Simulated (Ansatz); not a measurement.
**One shape, several levels: NH3 (ammonia)**

We compute a comparison of 6 runs (HF/3-21G, SVWN5/3-21G, BCCD(T)/3-21G, CCSDT/3-21G, CCSDT/6-31G, UCCSD(T)/6-31G) of NH3 (ammonia). 

The results are computed with Ansatz 0.2.0.

68 further runs of the same task are left out: 68 set aside as unsound or not needed.

## (1) The system as given

The species is NH3 (4 atoms), meant as a singlet with charge 0. As SMILES, `N`. The H2–N1 distance was set to 2.531 Å, away from the relaxed value. At this shape a bond of the SMILES string is far longer than usual.

Bond lengths: N1–H3 1.013 Å, N1–H4 1.013 Å. Angles: H3–N1–H4 107.7°.

## (2) A single-point energy at HF/3-21G (run 1)

The input, in.yaml:

```yaml
basis:
  gaussian: {orbitals: 3-21G.json}
crystal:
  periodic: [false, false, false]
  atoms:
    - {symbol: N, position_ang: [-0.908271, 1.057756, -0.859892]}
    - {symbol: H, position_ang: [0.491930, -0.300470, 0.753380]}
    - {symbol: H, position_ang: [-1.732071, 0.514306, -1.086302]}
    - {symbol: H, position_ang: [-0.371921, 1.173176, -1.711042]}
hamiltonian: {xc: hf}
accuracy: high
```

The basis set 3-21G is read from a file made from the Basis Set Exchange's data (not shown).

Started as:

```bash
$ ansatz run in.yaml --threads 1 --pin off --max-ram 2610MiB --events-out events.jsonl --progress --plain --runs-dir runs
```

Log:

```text
Warning: RAYON_NUM_THREADS=1 ignored (pool sized by the plan → 1); use --threads N
Functional definition: HF
  name "HF"
  exchange = exact_x
  correlation = 0
284 factors; integrals over basis functions are off by at most 5.0e-9 eV
mean field evaluation 1: about -1507.0217 eV, gradient 3.7e1 eV
mean field evaluation 2: about -1507.0198 eV, gradient 3.7e1 eV
mean field evaluation 4: about -1512.6140 eV, gradient 7.4e0 eV
mean field evaluation 8: about -1512.7610 eV, gradient 3.0e-1 eV
mean field evaluation 16: about -1512.7628 eV, gradient 1.8e-8 eV
mean field -1512.76282887 eV, -55.5930085736 hartree, gradient 1.8e-8 eV, S^2 0.000000; 0 other end points of the search recorded, 0 dependent functions left out
reference -1512.76282887 eV, -55.5930085736 hartree; 5, 5 occupied and 10, 10 virtual orbitals, 284 factors
Total energy: -1512.76282887 eV, -55.5930085736 hartree
```

It took 0.04 s on 1 thread of AMD EPYC 9R45 (Zen 5), shared host.

## (3) The energy at SVWN5/3-21G (run 2)

The input, job.yaml:

```yaml
basis:
  gaussian: {orbitals: 3-21G.json}
crystal:
  periodic: [false, false, false]
  atoms:
    - {symbol: "N", position_ang: [-0.908271, 1.057756, -0.859892]}
    - {symbol: H, position_ang: [0.491930, -0.300470, 0.753380]}
    - {symbol: H, position_ang: [-1.732071, 0.514306, -1.086302]}
    - {symbol: H, position_ang: [-0.371921, 1.173176, -1.711042]}
hamiltonian: {xc: {name: SVWN5}}
accuracy: high
```

The basis set 3-21G is read from a file made from the Basis Set Exchange's data (not shown).

Started as:

```bash
$ ansatz run job.yaml --threads 1 --pin off --max-ram 2610MiB --events-out events.jsonl --progress --plain --runs-dir runs
```

Log:

```text
Warning: RAYON_NUM_THREADS=1 ignored (pool sized by the plan → 1); use --threads N
Functional definition: SVWN5
  name "SVWN5"
  exchange = slater_x
  correlation = vwn5_c
284 factors; integrals over basis functions are off by at most 5.0e-9 eV
mean field evaluation 1: about -1496.6966 eV, gradient 6.8e1 eV
mean field evaluation 2: about -1466.5954 eV, gradient 1.1e2 eV
mean field evaluation 4: about -1505.5870 eV, gradient 3.2e1 eV
mean field evaluation 8: about -1510.2530 eV, gradient 1.5e1 eV
mean field evaluation 16: about -1511.1554 eV, gradient 7.1e-9 eV
mean field -1511.15540256 eV, -55.5339367461 hartree, gradient 1.6e-8 eV, S^2 0.000000; 0 other end points of the search recorded, 0 dependent functions left out
reference -1511.15540394 eV, -55.5339367968 hartree; 5, 5 occupied and 10, 10 virtual orbitals, 284 factors
Total energy: -1511.15540394 eV, -55.5339367968 hartree
```

Wall time 0.14 s (1 thread of AMD EPYC 9R45 (Zen 5), shared host).

Runs 3 to 5 aren't shown in full; the table further down has their settings and results.

## (4) A single-point energy at UCCSD(T)/6-31G (run 6)

The input, job.yaml:

```yaml
crystal:
  periodic: [false, false, false]
  atoms:
    - {symbol: N, position_ang: [-0.908271, 1.057756, -0.859892]}
    - {symbol: H, position_ang: [0.491930, -0.300470, 0.753380]}
    - {symbol: H, position_ang: [-1.732071, 0.514306, -1.086302]}
    - {symbol: H, position_ang: [-0.371921, 1.173176, -1.711042]}
basis:
  gaussian:
    orbitals: 6-31G
magnetization:
  spin_polarized: true
correlation:
  method: ccsd_t
  frozen_orbitals: {H: 0, "N": 1}
accuracy: high
scf:
  omitted_lower_state_checks: [cluster_reference, increment]
```

Started as:

```bash
$ ansatz run job.yaml --threads 1 --pin off --max-ram 2610MiB --events-out events.jsonl --progress --plain --runs-dir runs
```

Log:

```text
Warning: RAYON_NUM_THREADS=1 ignored (pool sized by the plan → 1); use --threads N
[... 15 lines left out ...]
1 core orbitals not correlated: weight in the atoms' cores, before any rotation towards them, 1.000 or more for the frozen orbitals, at most 0.000 for the correlated occupied ones
[... 45 lines left out ...]
Total energy: -1527.47847953 eV, -56.1337987606 hartree
Checks for a lower state left out: cluster_reference, increment
```

Wall time 0.14 s (1 thread of AMD EPYC 9R45 (Zen 5), shared host).

## (5) Overview of the runs

```tsv
run	level	frozen core orbitals	energy (Eh)	wall time
1	HF/3-21G	–	-55.593009	0.04 s
2	SVWN5/3-21G	–	-55.533937	0.14 s
3	BCCD(T)/3-21G	1	-55.847105	0.08 s
4	CCSDT/3-21G	1	-55.843674	0.12 s
5	CCSDT/6-31G	1	-56.136335	0.18 s
6	UCCSD(T)/6-31G	1	-56.133799	0.14 s
```

## (6) Summary of results

| quantity | value |
| --- | --- |
| run 6: total energy | -56.13380 Eh |
| run 6: correlation energy (1 core orbital frozen) | -102.4 mEh |
| run 6: (T) correction | -1.33 mEh |
| run 6: ⟨S²⟩ of the reference determinant | 0.984 |
| run 6: T1 diagnostic | 0.016 |

Below the HF energy at the same shape and in the same basis (3-21G): BCCD(T) -254.1 mEh; CCSDT -250.7 mEh. In runs 3, 4, 5 the log says that unrestricted orbitals would lower the reference, so the values rest on an unstable closed-shell determinant (other closed-shell runs at this shape may share the fault). In runs 1, 2 a closed-shell determinant meets a far-stretched bond, which it describes badly. Spin contamination of the reference: run 6 ⟨S²⟩ = 0.98. Where it is this large, the reference is a mixture of spin states, and values that rest on it are in doubt. All runs together took 0.7 s, the longest 0.18 s.
